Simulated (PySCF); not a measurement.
# Redox energetics: sulfur dioxide

Parent: sulfur dioxide, `O=S=O` (O2S). Coordinates in Å; atoms count from 1 in this order:
```
O    -1.2404   -0.0766    0.2298
S     0.0081    0.1486   -0.4848
O     1.2560   -0.0766    0.2310
```

Energies: ωB97X-D3(BJ)/ma-def2-TZVP (PySCF, density fitting, integration grid level 2) on PBE0-D3(BJ)/ma-def2-SVP structures. The prefix ma- adds one diffuse s and one diffuse p function on all atoms but H. Zero-point and thermal terms (298.15 K, 1 bar) come from unscaled PBE0-D3(BJ)/ma-def2-SVP harmonic frequencies, with soft modes damped to free rotors in the entropy.

Frontier levels of the parent: HOMO -12.23 eV, LUMO -1.45 eV.

Oxidation to the radical cation:
| Item | Value |
| --- | --- |
| Vertical ionisation energy (electronic) | 12.66 eV |
| Adiabatic ionisation energy (with zero-point energy) | 12.42 eV |
| Adiabatic, electronic part | 12.44 eV |
| Vertical gap at the product's structure | 12.26 eV |
| Inner reorganisation energy (four-point) | 401 meV |
| Relaxation of product / of parent | 216 / 185 meV |
| ⟨S²⟩ of the product | 0.760 |
| Largest spin populations | O1 0.37, O3 0.37, S2 0.26 |
| Largest changes of atomic charge | S2 0.34, O1 0.33, O3 0.33 |
| Distances that move most (Å) | S2–O3 1.456 → 1.442; O1–S2 1.456 → 1.442 |

Reduction to the radical anion:
| Quantity | Value |
| --- | --- |
| Vertical electron affinity (electronic) | 1.23 eV |
| Adiabatic electron affinity (with zero-point energy) | 1.36 eV |
| Adiabatic, electronic part | 1.33 eV |
| Vertical gap at the product's structure | 1.92 eV |
| Inner reorganisation energy (four-point) | 698 meV |
| Relaxation of product / of parent | 106 / 593 meV |
| ⟨S²⟩ of the product | 0.757 |
| Largest spin populations | S2 0.53, O3 0.24, O1 0.24 |
| Largest changes of atomic charge | S2 -0.56, O1 -0.22, O3 -0.22 |
| Distances that move most (Å) | O1–S2 1.456 → 1.533; S2–O3 1.456 → 1.533 |

Measured values (NIST Chemistry WebBook, evaluated or the median of agreeing entries): vertical ionisation energy 12.50 eV (computed 12.66, difference 0.16); adiabatic ionisation energy 12.35 eV (computed 12.42, difference 0.07); adiabatic electron affinity 1.10 eV (computed 1.36, difference 0.26).

Caveats: the split of the reorganisation energy is sensitive to the structures, which come from another level (PBE0-D3(BJ)/ma-def2-SVP).

Hardware: 1 thread of Arm Neoverse V1, shared with other jobs. Command: `OMP_NUM_THREADS=1 python redox_run.py task.json out`. Structures, frequencies and single points: 70 s.
